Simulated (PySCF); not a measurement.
## Static response to an electric field

Species: SiH4.
Structure used (PBE0-D3(BJ)/def2-SVP), in Å, numbered top down from 1:
```
atom  x, y, z in Å
Si1    0.0000    0.0000    0.0001
H2     0.0111   -0.0201    1.4930
H3     1.4039    0.0116   -0.5080
H4    -0.7117    1.2232   -0.4761
H5    -0.7032   -1.2147   -0.5091
```

Level: wB97X-D/def2-SVPD (PySCF), static field, nuclei fixed, core orbitals frozen in the response. The polarisability tensor in these axes (au):

```
x   31.87  0.00  0.00
y    0.00 31.87  0.00
z    0.00  0.00 31.88
```

Problem. Diagonalise the tensor; give its mean and Δα, where Δα² is half the sum of the squared differences of the eigenvalues.

Solution. Principal values 31.87, 31.87 and 31.88 au; mean 31.87 au = 4.72 Å³ = 5.26 × 10⁻⁴⁰ C²·m²/J; Δα = 0.00 au (0 % of the mean). Point group Td makes the tensor isotropic, so any spread comes from the grid or from a geometry that is symmetric only within 0.08 Å.

Problem. What is the dipole moment?

Solution. 0.00 D; point group Td allows none.

Problem. Find the Langevin capture rate constant for O2+ (31.990 u) meeting this molecule (32.008 u), k = 2.342 × 10⁻⁹ cm³/s × √(α in Å³ / reduced mass in u).

Solution. The reduced mass is 16.00 u, so k = 1.27 × 10⁻⁹ cm³/s.

Problem. Molar refractivity from α?

Solution. Lorentz–Lorenz: R = (4π/3)N_A α = 2.5225 cm³/(mol·Å³) × 4.72 Å³ = 11.9 cm³/mol, in the limit of long wavelengths.

Problem. Form Σ f/ω² (atomic units) for the 10 lowest TDDFT singlets, given as eV and f, and set it beside the mean polarisability, which is this sum over all singlets: 9.28, 0.0000; 9.28, 0.0000; 9.28, 0.0000; 9.41, 0.1635; 9.41, 0.1635; 9.41, 0.1636; 9.53, 0.0000; 9.53, 0.0000; 10.02, 0.0000; 10.32, 0.3201.

Solution. They add up to 6.33 au, 19.8 % of the 31.87 au; the largest single term is 2.22 au, from the state at 10.32 eV. Terms in order: 0.00, 0.00, 0.00, 1.37, 1.37, 1.37, 0.00, 0.00, 0.00, 2.22 au. Higher excitations give the rest. The strengths listed sum to 0.811.

Problem. What would n − 1 = 2πNα be for an ideal gas of these molecules at 500 K and 1 atm, electronic part alone?

Solution. N = p/kT = 1.4678 × 10¹⁹ cm⁻³, so n − 1 = 2π × N × 4.72 × 10⁻²⁴ cm³ = 436 × 10⁻⁶ at long wavelengths, for an ideal gas.

Isolated species at its PBE0-D3(BJ)/def2-SVP geometry, gas phase.
